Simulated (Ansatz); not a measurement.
# CH2AlO+ (SMILES [CH+]1[O][AlH]1): one structure at several levels

An exercise on one series of results from a longer session: the logs are not shown, and one member is left open.

Program: Ansatz 0.2.0, Gaussian basis. Level of theory: single points in def2-TZVPP. These are calculated values, not measurements.

Cores are frozen in the correlated methods.

### The system as given

SMILES `[CH+]1[O][AlH]1`, 5 atoms, charge 1, spin multiplicity 1.

Atoms are counted from 1 here; the program's logs count them from 0.

Bond lengths: C1–O2 1.305 Å, C1–Al3 1.976 Å, C1–H4 1.162 Å, O2–Al3 1.855 Å, Al3–H5 1.534 Å. Angles: O2–C1–Al3 65.2°, O2–C1–H4 116.5°, Al3–C1–H4 178.4°, C1–O2–Al3 75.2°, C1–Al3–O2 39.7°, C1–Al3–H5 174.9°, O2–Al3–H5 145.4°.

As a file:

```xyz
5

C    -0.5800   -0.8162   -0.0820
O    -0.2620   -0.1938    1.0204
Al    0.5867    0.7601   -0.3259
H    -1.2641   -1.7489    0.0286
H     1.4887    1.9578   -0.6490
```

Set-up of the first run:

Input file run/in.yaml:

```yaml
crystal:
  periodic: [false, false, false]
  atoms:
    - {symbol: C, position_ang: [-0.580000, -0.816200, -0.082000]}
    - {symbol: O, position_ang: [-0.262000, -0.193800, 1.020400]}
    - {symbol: Al, position_ang: [0.586700, 0.760100, -0.325900]}
    - {symbol: H, position_ang: [-1.264100, -1.748900, 0.028600]}
    - {symbol: H, position_ang: [1.488700, 1.957800, -0.649000]}
basis:
  gaussian: {orbitals: def2-TZVPP}
total_charge: 1
correlation: {method: ccsd_t}
output: {forces: true}
```

The command line of these runs was not kept.

Among the steps run: CCSD(T)/def2-TZVPP; PBE0-D4/def2-TZVPP; wB97M-V/def2-TZVPP; r2SCAN-D4/def2-TZVPP; PBE-D4/def2-TZVPP; B97M-V/def2-TZVPP; wB97X-V/def2-TZVPP.

One of the session's tables, all rows but one given; the rest of the session is left out.

| method | RMS force component (eV/Å) | angle to CCSD(T) forces (°) |
| --- | --- | --- |
| CCSD(T) | 0.731 | reference |
| PBE0-D4 | ? | ? |
| wB97M-V | 0.882 | 17.7 |
| r2SCAN-D4 | 0.815 | 14.0 |
| PBE-D4 | 0.659 | 13.7 |
| B97M-V | 0.905 | 16.8 |
| wB97X-V | 0.891 | 16.3 |

Q: Estimate the row for PBE0-D4 from the others.

As computed: RMS force component (eV/Å): 0.953; angle to CCSD(T) forces (°): 20.7. In the column «RMS force component (eV/Å)» it is the highest.
